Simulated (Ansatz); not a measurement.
# AlH2O+ (quintet): wave-function methods side by side, def2-QZVPP

The task here is to estimate one member of a computed series from the others.

Method: def2-QZVPP, core rule «outside noble gas», up to 6 orbitals frozen; program: Ansatz 0.2.0, Gaussian basis.

To be run: UHF; ROHF; CCSD(T) on UHF.

## What is computed

The geometry is a PBE0/def2-TZVP stationary point (not a proven minimum) of the parent state, kept for this charge and spin.

4 atoms, charge 1, spin multiplicity 5.

Atoms are counted from 1 here; the program's logs count them from 0.

Bond lengths: Al1–O2 1.747 Å, Al1–H3 1.777 Å, Al1–H4 1.777 Å. Angles: O2–Al1–H3 65.9°, O2–Al1–H4 65.9°, H3–Al1–H4 131.8°.

As a file:

```xyz
4
charge 1, multiplicity 5
Al    0.00000    0.00000    0.65353
O     0.00000    0.00000   -1.09301
H     0.00000   -1.62210   -0.07230
H     0.00000    1.62210   -0.07230
```

The first run:

File in.yaml:

```yaml
crystal:
  periodic: [false, false, false]
  atoms:
    - {symbol: Al, position_ang: [0.000000, 0.000000, 0.653528]}
    - {symbol: O, position_ang: [0.000000, 0.000000, -1.093006]}
    - {symbol: H, position_ang: [0.000000, -1.622098, -0.072304]}
    - {symbol: H, position_ang: [0.000000, 1.622098, -0.072304]}
basis:
  gaussian: {orbitals: "def2-QZVPP.json"}
total_charge: 1
magnetization: {spin_polarized: true, initial_magnetization: 4}
hamiltonian: {xc: hf}
output: {orbitals: {seedname: orbitals}}
```

Launch:

```sh
> ansatz run in.yaml --threads 1 --pin off --events-out ev --progress --plain --max-ram 2393MiB
```

Among the steps run: UHF; ROHF; CCSD(T) on UHF.

One of the session's tables, all rows but one given; the rest of the session is left out.

It belongs to the step «Misses and costs». 

| method | from UCCSD(T) (kcal/mol) |
| --- | --- |
| ROHF | +180.46 |
| UHF | ? |
| UMP2 | +18.65 |
| UCCSD | +6.67 |
| UCCSD(T) | 0 |

Estimate the missing values for UHF.

As computed: from UCCSD(T) (kcal/mol): +170.83. In the column «from UCCSD(T) (kcal/mol)» it lies between UMP2 (+18.65) and ROHF (+180.46).
